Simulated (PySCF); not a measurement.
**Removing an electron from `N#CC[C@H]1C=N1`**

Compound: C4H4N2.
SMILES with atom numbers: `[N:1]#[C:2][CH2:3][C@H:4]1[CH:5]=[N:6]1` (hydrogens: H7, H8 on C3; H9 on C4; H10 on C5)

Geometry (PBE0-D3(BJ)/def2-SVP, Å), atoms numbered from 1 in this order:
```xyz
10
C4H4N2 angstrom
N     -2.690    1.071   -0.034
C     -1.846    0.284    0.061
C     -0.765   -0.690    0.168
C      0.432   -0.312   -0.683
C      1.554    0.434   -0.162
N      1.793   -0.793   -0.235
H     -0.467   -0.772    1.225
H     -1.151   -1.677   -0.135
H      0.244   -0.329   -1.765
H      2.047    1.360    0.146
```

Level: wB97X-D/def2-SVPD (PySCF). Frontier orbitals with their largest atomic shares (Löwdin; up to four atoms above 4 %):

```csv
orbital,ε (eV),main atoms
HOMO−3,-11.99,"N1 34 %, C2 28 %, N6 14 %, C5 10 %"
HOMO−2,-11.55,"N1 46 %, C2 35 %, C3 9 %"
HOMO−1,-11.05,"N6 23 %, N1 16 %, C5 15 %, C4 14 %"
HOMO,-10.40,?
LUMO,0.65,"C5 41 %, N6 38 %, H10 8 %, C4 7 %"
LUMO+1,2.06,"C2 23 %, C3 17 %, N1 13 %, C5 13 %"
LUMO+2,2.55,"N1 32 %, C2 30 %, C3 15 %, H8 8 %"
```

What vertical ionisation energy does ΔSCF give, and how far is −ε(HOMO) from it?

ΔSCF: 10.84 eV (1046 kJ/mol; threshold wavelength 114 nm); ⟨S²⟩ of the doublet left behind is 0.759, against 0.75 for a pure doublet. −ε(HOMO) is 10.40 eV, 0.44 eV below it. In exact Kohn–Sham theory the two would be equal; wB97X-D (range-separated hybrid) falls short of its own ΔSCF value by 4 %. Holes in the HOMO−1 and HOMO−2 were tried too where these lie within 1.2 eV of the HOMO; the lowest converged state counts.

On which atoms does the HOMO lie?

N6 (C=N nitrogen) 40 %, C4 (sp3 carbon bound to nitrogen) 27 %, C5 (C=N carbon) 18 %. The HOMO−1 lies 0.65 eV lower.

How many of the 10 lowest singlet excitations (vertical TDDFT, same level) lie below the ionisation energy?

All 10; they run from 5.23 to 8.80 eV.

What total energies stand behind the ΔSCF value?

E(N) = -263.95570 Eh and E(N − 1) = -263.55716 Eh at the same geometry, 0.39854 Eh apart.

Isolated species at its PBE0-D3(BJ)/def2-SVP geometry (one conformer only).

wB97X-D is run here without its empirical dispersion term; that term would change no orbital, density or response property at a fixed geometry.
